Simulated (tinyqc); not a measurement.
UHF in the sto-6g basis, for BH2+, spin multiplicity 1, step by step (part 2 of 2). Computed by tinyqc, a small Python program that keeps every step (integrals from PySCF). Command: `OMP_NUM_THREADS=1 python tinyqc.py 23929 23930 out.jsonl` (the two numbers bound the seeds that draw the settings). One thread of a shared host (Intel(R) Xeon(R) Processor @ 2.60GHz), about 0.1 s of CPU time with the checks.

Geometry (angstrom):
```
atom         x          y         z
B     0.000000   0.000000  0.000000
H     0.000000   0.997000  0.486000
H     0.000000  -1.077000  0.526000
```

## Iteration 2: diagonalisation and new density

F(alpha) (hartree), lower triangle:
```
            1B 1s      1B 2s     1B 2px     1B 2py     1B 2pz      2H 1s      3H 1s
1B 1s   -7.995918
1B 2s   -2.233855  -1.387135
1B 2px   0.000289   0.017473  -0.223182
1B 2py  -0.000274  -0.019249  -0.173520  -0.631122
1B 2pz   0.014520  -0.154712   0.005727  -0.010842  -0.249016
2H 1s   -0.702695  -0.814313  -0.079072  -0.515228  -0.251943  -0.777392
3H 1s   -0.575744  -0.729598   0.098350   0.484998  -0.236202  -0.208354  -0.707267
```

F(beta) (hartree), lower triangle:
```
            1B 1s      1B 2s     1B 2px     1B 2py     1B 2pz      2H 1s      3H 1s
1B 1s   -7.995918
1B 2s   -2.233855  -1.387135
1B 2px  -0.000289  -0.017473  -0.223182
1B 2py  -0.000274  -0.019249   0.173520  -0.631122
1B 2pz   0.014520  -0.154712  -0.005727  -0.010842  -0.249016
2H 1s   -0.702695  -0.814313   0.079072  -0.515228  -0.251943  -0.777392
3H 1s   -0.575744  -0.729598  -0.098350   0.484998  -0.236202  -0.208354  -0.707267
```

X, lower triangle:
```
            1B 1s      1B 2s    1B 2px     1B 2py     1B 2pz      2H 1s     3H 1s
1B 1s    1.030371
1B 2s   -0.163332   1.334095
1B 2px   0.000000   0.000000  1.000000
1B 2py  -0.000750   0.035154  0.000000   1.256183
1B 2pz  -0.010654   0.132494  0.000000   0.013009   1.057328
2H 1s    0.023260  -0.410478  0.000000  -0.380154  -0.175216   1.346040
3H 1s    0.024162  -0.339383  0.000000   0.330147  -0.150550  -0.033723  1.268914
```

Diagonalise F' = X^T F X, C = X C', fill 3 alpha and 3 beta electrons from the bottom; D(s) = C_occ C_occ^T. Each column has its largest component positive (the first on a tie).

F' = X^T F X (alpha) (hartree), lower triangle:
```
           1          2          3          4          5          6          7
1  -7.826220
2  -1.101270  -0.595074
3  -0.001950   0.017001  -0.223182
4   0.005427   0.017856  -0.154754  -0.237337
5   0.019223   0.024621   0.005157   0.003818  -0.160930
6  -0.130306  -0.470044  -0.051955  -0.453458  -0.203433  -0.222127
7  -0.084574  -0.406135   0.063392   0.414494  -0.181719  -0.075071  -0.253499
```

orbital energies (alpha) (hartree): MO1 -7.998070, MO2 -0.998269, MO3 -0.858505, MO4 -0.227690, MO5 -0.181437, MO6 0.304701, MO7 0.440900

coefficients C (alpha):
```
              MO1        MO2        MO3        MO4        MO5        MO6        MO7
1B 1s    0.994856  -0.221897   0.016384   0.129250  -0.005605   0.167803   0.073755
1B 2s    0.021067   0.606771  -0.061829  -0.560362   0.018281  -1.059269  -0.547833
1B 2px  -0.000071  -0.003706   0.258575   0.032449   0.962170  -0.049763   0.061845
1B 2py   0.000275   0.048215   0.561030   0.006699  -0.053890   0.452648  -1.143677
1B 2pz   0.000058   0.151858  -0.010934   0.833172  -0.038568  -0.624025  -0.284420
2H 1s   -0.003964   0.350826   0.337018   0.169140  -0.151147   0.496167   1.273931
3H 1s   -0.003745   0.280343  -0.397990   0.196977   0.190817   1.154453  -0.462314
```

F' = X^T F X (beta) (hartree), lower triangle:
```
           1          2          3          4          5          6          7
1  -7.826220
2  -1.101270  -0.595074
3   0.001950  -0.017001  -0.223182
4   0.005427   0.017856   0.154754  -0.237337
5   0.019223   0.024621  -0.005157   0.003818  -0.160930
6  -0.130306  -0.470044   0.051955  -0.453458  -0.203433  -0.222127
7  -0.084574  -0.406135  -0.063392   0.414494  -0.181719  -0.075071  -0.253499
```

orbital energies (beta) (hartree): MO1 -7.998070, MO2 -0.998269, MO3 -0.858505, MO4 -0.227690, MO5 -0.181437, MO6 0.304701, MO7 0.440900

coefficients C (beta):
```
              MO1        MO2        MO3        MO4        MO5        MO6        MO7
1B 1s    0.994856  -0.221897   0.016384   0.129250   0.005605   0.167803   0.073755
1B 2s    0.021067   0.606771  -0.061829  -0.560362  -0.018281  -1.059269  -0.547833
1B 2px   0.000071   0.003706  -0.258575  -0.032449   0.962170   0.049763  -0.061845
1B 2py   0.000275   0.048215   0.561030   0.006699   0.053890   0.452648  -1.143677
1B 2pz   0.000058   0.151858  -0.010934   0.833172   0.038568  -0.624025  -0.284420
2H 1s   -0.003964   0.350826   0.337018   0.169140   0.151147   0.496167   1.273931
3H 1s   -0.003745   0.280343  -0.397990   0.196977  -0.190817   1.154453  -0.462314
```

D(alpha) after iteration 2, lower triangle:
```
            1B 1s      1B 2s     1B 2px     1B 2py    1B 2pz      2H 1s     3H 1s
1B 1s    1.039246
1B 2s   -0.114696   0.372438
1B 2px   0.004988  -0.018238   0.066875
1B 2py  -0.001234  -0.005426   0.144890   0.317079
1B 2pz  -0.033818   0.092821  -0.003390   0.001188  0.023180
2H 1s   -0.076269   0.191950   0.085844   0.205991  0.049591   0.236676
3H 1s   -0.072454   0.194633  -0.103949  -0.209768  0.046924  -0.035763  0.237002
```

D(beta) after iteration 2, lower triangle:
```
            1B 1s      1B 2s     1B 2px     1B 2py    1B 2pz      2H 1s     3H 1s
1B 1s    1.039246
1B 2s   -0.114696   0.372438
1B 2px  -0.004988   0.018238   0.066875
1B 2py  -0.001234  -0.005426  -0.144890   0.317079
1B 2pz  -0.033818   0.092821   0.003390   0.001188  0.023180
2H 1s   -0.076269   0.191950  -0.085844   0.205991  0.049591   0.236676
3H 1s   -0.072454   0.194633   0.103949  -0.209768  0.046924  -0.035763  0.237002
```

## Iteration 23 (converged): orbitals

converged F(alpha) (hartree), lower triangle:
```
            1B 1s      1B 2s     1B 2px     1B 2py     1B 2pz      2H 1s      3H 1s
1B 1s   -8.066874
1B 2s   -2.245864  -1.428299
1B 2px   0.000000   0.000016  -0.190944
1B 2py  -0.001663  -0.016133  -0.000063  -0.703719
1B 2pz   0.007604  -0.131526   0.000003  -0.010833  -0.255956
2H 1s   -0.707630  -0.830728  -0.000024  -0.552284  -0.235074  -0.807890
3H 1s   -0.579649  -0.748248   0.000042   0.522004  -0.218400  -0.195087  -0.730691
```

converged F(beta) (hartree), lower triangle:
```
            1B 1s      1B 2s     1B 2px     1B 2py     1B 2pz      2H 1s      3H 1s
1B 1s   -8.066874
1B 2s   -2.245864  -1.428299
1B 2px   0.000000  -0.000016  -0.190944
1B 2py  -0.001663  -0.016133   0.000063  -0.703719
1B 2pz   0.007604  -0.131526  -0.000003  -0.010833  -0.255956
2H 1s   -0.707630  -0.830728   0.000024  -0.552284  -0.235074  -0.807890
3H 1s   -0.579649  -0.748248  -0.000042   0.522004  -0.218400  -0.195087  -0.730691
```

As before.

F' = X^T F X (alpha) (hartree), lower triangle:
```
           1          2          3          4          5          6          7
1  -7.898564
2  -1.098300  -0.630022
3  -0.000002   0.000016  -0.190944
4   0.003425   0.021085  -0.000056  -0.295860
5   0.009210   0.043906   0.000003   0.003997  -0.173920
6  -0.130656  -0.475651  -0.000017  -0.472836  -0.187853  -0.243229
7  -0.084859  -0.417515   0.000027   0.435348  -0.166408  -0.069683  -0.262687
```

orbital energies (alpha) (hartree): MO1 -8.068761, MO2 -1.022645, MO3 -0.882320, MO4 -0.250087, MO5 -0.190944, MO6 0.294115, MO7 0.425415

coefficients C (alpha):
```
              MO1        MO2        MO3        MO4        MO5        MO6        MO7
1B 1s    0.995182  -0.225978   0.023425   0.116319  -0.000007   0.169890   0.072013
1B 2s    0.019770   0.626871  -0.086122  -0.521451   0.000022  -1.072594  -0.534608
1B 2px   0.000000  -0.000011   0.000092   0.000037   1.000000  -0.000022   0.000019
1B 2py   0.000539   0.059663   0.584144   0.001891  -0.000022   0.428667  -1.142091
1B 2pz   0.000789   0.113035  -0.008316   0.846443  -0.000037  -0.619908  -0.274859
2H 1s   -0.003823   0.352433   0.342127   0.180399  -0.000048   0.507940   1.274908
3H 1s   -0.003385   0.264537  -0.410009   0.195193   0.000068   1.158786  -0.489618
```

F' = X^T F X (beta) (hartree), lower triangle:
```
           1          2          3          4          5          6          7
1  -7.898564
2  -1.098300  -0.630022
3   0.000002  -0.000016  -0.190944
4   0.003425   0.021085   0.000056  -0.295860
5   0.009210   0.043906  -0.000003   0.003997  -0.173920
6  -0.130656  -0.475651   0.000017  -0.472836  -0.187853  -0.243229
7  -0.084859  -0.417515  -0.000027   0.435348  -0.166408  -0.069683  -0.262687
```

orbital energies (beta) (hartree): MO1 -8.068761, MO2 -1.022645, MO3 -0.882320, MO4 -0.250087, MO5 -0.190944, MO6 0.294115, MO7 0.425415

coefficients C (beta):
```
              MO1        MO2        MO3        MO4        MO5        MO6        MO7
1B 1s    0.995182  -0.225978   0.023425   0.116319   0.000007   0.169890   0.072013
1B 2s    0.019770   0.626871  -0.086122  -0.521451  -0.000022  -1.072594  -0.534608
1B 2px   0.000000   0.000011  -0.000092  -0.000037   1.000000   0.000022  -0.000019
1B 2py   0.000539   0.059663   0.584144   0.001891   0.000022   0.428667  -1.142091
1B 2pz   0.000789   0.113035  -0.008316   0.846443   0.000037  -0.619908  -0.274859
2H 1s   -0.003823   0.352433   0.342127   0.180399   0.000048   0.507940   1.274908
3H 1s   -0.003385   0.264537  -0.410009   0.195193  -0.000068   1.158786  -0.489618
```

D(alpha) after iteration 23, lower triangle:
```
            1B 1s      1B 2s     1B 2px     1B 2py    1B 2pz      2H 1s     3H 1s
1B 1s    1.042002
1B 2s   -0.124002   0.400775
1B 2px   0.000005  -0.000015   0.000000
1B 2py   0.000738  -0.012896   0.000053   0.344784
1B 2pz  -0.024953   0.071590  -0.000002   0.001887  0.012847
2H 1s   -0.075432   0.191389   0.000027   0.220876  0.036989   0.241274
3H 1s   -0.072753   0.201074  -0.000041  -0.223723  0.033309  -0.047031  0.238099
```

D(beta) after iteration 23, lower triangle:
```
            1B 1s      1B 2s     1B 2px     1B 2py    1B 2pz      2H 1s     3H 1s
1B 1s    1.042002
1B 2s   -0.124002   0.400775
1B 2px  -0.000005   0.000015   0.000000
1B 2py   0.000738  -0.012896  -0.000053   0.344784
1B 2pz  -0.024953   0.071590   0.000002   0.001887  0.012847
2H 1s   -0.075432   0.191389  -0.000027   0.220876  0.036989   0.241274
3H 1s   -0.072753   0.201074   0.000041  -0.223723  0.033309  -0.047031  0.238099
```

## Convergence

Stop when the energy changes by less than 1e-08 hartree and every element of the error matrix X^T (F D S - S D F) X (for each spin) is below 3e-05.

Course of the cycle:
```
iteration   E (hartree)     change  largest element of the error matrix
1          -24.39598513          -                             2.51e-01
2          -25.30154439  -9.06e-01                             6.33e-02
3          -25.35405814  -5.25e-02                             4.33e-02
4          -25.37209271  -1.80e-02                             2.87e-02
5          -25.37969860  -7.61e-03                             1.93e-02
6          -25.38310702  -3.41e-03                             1.31e-02
7          -25.38467522  -1.57e-03                             8.96e-03
8          -25.38540499  -7.30e-04                             6.13e-03
9          -25.38574634  -3.41e-04                             4.19e-03
10         -25.38590641  -1.60e-04                             2.87e-03
11         -25.38598157  -7.52e-05                             1.96e-03
12         -25.38601688  -3.53e-05                             1.34e-03
13         -25.38603348  -1.66e-05                             9.20e-04
14         -25.38604129  -7.81e-06                             6.30e-04
15         -25.38604496  -3.67e-06                             4.32e-04
16         -25.38604669  -1.73e-06                             2.96e-04
17         -25.38604750  -8.13e-07                             2.03e-04
18         -25.38604789  -3.83e-07                             1.39e-04
19         -25.38604807  -1.80e-07                             9.52e-05
20         -25.38604815  -8.49e-08                             6.52e-05
21         -25.38604819  -4.00e-08                             4.47e-05
22         -25.38604821  -1.88e-08                             3.06e-05
23         -25.38604822  -8.87e-09                             2.10e-05
```

PySCF UHF in the same basis, after a stability check = -25.38604823 hartree

Converged in 23 iterations.

## Populations, bond orders and dipole

overlap S, lower triangle:
```
           1B 1s     1B 2s    1B 2px     1B 2py    1B 2pz     2H 1s     3H 1s
1B 1s   1.000000
1B 2s   0.264891  1.000000
1B 2px  0.000000  0.000000  1.000000
1B 2py  0.000000  0.000000  0.000000   1.000000
1B 2pz  0.000000  0.000000  0.000000   0.000000  1.000000
2H 1s   0.082811  0.518584  0.000000   0.461900  0.225159  1.000000
3H 1s   0.067772  0.471787  0.000000  -0.436138  0.213007  0.106365  1.000000
```

Mulliken: Z minus the diagonal of D S on the atom; Loewdin: the same with S^(1/2) D S^(1/2); Mayer order: 2 sum_s sum (D(s) S)_ij (D(s) S)_ji over the two atoms.

Charges (e):
```
atom  Mulliken   Loewdin  Mulliken spin
1B    0.734654  0.819284              0
2H    0.120744  0.077890              0
3H    0.144602  0.102826              0
```

Mayer bond orders:
```
pair     order
2-1   0.983519
3-1   0.977189
3-2   0.001901
```

dipole moment about the origin, x y z (debye): 0.000000  -0.127401  -0.584345

<S^2> of the determinant (pure state: 0) = 3.43e-08
